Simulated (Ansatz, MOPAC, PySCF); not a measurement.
Molecule: NH3, net charge 0, singlet state. SMILES: N
Structure (B3LYP-D3(BJ)/def2-TZVP (Ansatz, a quantum-chemistry and plane-wave program) minimum search):
```xyz
4

N      0.0022    -0.0038     0.1116
H     -0.0020     0.9512    -0.2281
H      0.8095    -0.4644    -0.2929
H     -0.8232    -0.4600    -0.2599
```

Unscaled harmonic wavenumbers (cm⁻¹) in rising order, each level at the stationary point that it reaches from this structure (no distance between atoms moves by over 0.3 Å); the order of modes can differ between levels, and a negative number is imaginary. B3LYP-D3(BJ)/def2-TZVP (PySCF, at the structure above): 1026, 1671, 1671, 3464, 3584, 3584.

AM1 (MOPAC): 1141, 1764, 1764, 3464, 3464, 3534. Zero-point energy 21.6 against 21.4 kcal/mol; where all levels lie over 400 cm⁻¹, the wavenumbers are on average 1.029 times those of B3LYP-D3(BJ)/def2-TZVP.

PM6 (MOPAC): 1167, 1645, 1645, 2839, 2839, 2901. Zero-point energy 18.6 against 21.4 kcal/mol; where all levels lie over 400 cm⁻¹, the wavenumbers are on average 0.921 times those of B3LYP-D3(BJ)/def2-TZVP.

HF/6-31G* (Ansatz): 1209, 1849, 1849, 3689, 3822, 3822. Zero-point energy 23.2 against 21.4 kcal/mol; where all levels lie over 400 cm⁻¹, the wavenumbers are on average 1.098 times those of B3LYP-D3(BJ)/def2-TZVP.

B3LYP/6-31G* (Ansatz): 1132, 1727, 1727, 3436, 3568, 3568. Zero-point energy 21.7 against 21.4 kcal/mol; where all levels lie over 400 cm⁻¹, the wavenumbers are on average 1.025 times those of B3LYP-D3(BJ)/def2-TZVP.
